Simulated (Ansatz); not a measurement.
A made-up structure of C$_{2}$H$_{4}$N (charge -1), singlet:

C1  (-0.969, -0.127, -0.772)
N2  (-0.523, -0.325, 0.350)
C3  (0.603, 0.157, 0.247)
H4  (-1.833, -0.552, -0.532)
H5  (1.245, -0.736, 0.475)
H6  (0.572, 0.953, 1.040)
H7  (0.905, 0.631, -0.807)
(Å)

It is relaxed with PBE-D4/def2-SVPD and then PBE0-D4/def2-TZVPD (Ansatz 0.2.0). Atoms count as bonded within 1.22 times the sum of their covalent radii (H–H: 0.88 Å). The end point is not checked to be a true minimum.

(1) Does its bonding change? (A judgement: the text doesn't fix the answer.)

Results:

(1) Computed: No: no bond forms or breaks.

Where it ends: The first stage lowers the energy by 3.71 eV in 7 steps. It ends as C₂H₄N ([CH][N][CH3]), total charge -1:
```xyz
7
angstrom
C -1.2251 -0.2057 -0.8439
N -0.6051 -0.3333 0.2766
C 0.7449 0.1955 0.3024
H -2.2487 -0.6582 -0.7095
H 1.4624 -0.5988 0.5609
H 0.8399 0.9648 1.0844
H 1.0318 0.6356 -0.6709
```

Labels in which every atom is bracketed show which atoms are joined, not bond orders.

For scale, one of the runs: PBE0-D4/def2-TZVPD relaxation, 147 basis functions, launched by `ansatz run in.yaml --threads 2 --pin off --events-out ev --progress --plain --max-ram 4352MiB`. Hardware: 2 CPU threads of an Arm Neoverse V1, shared host. Wall time about 16 s.
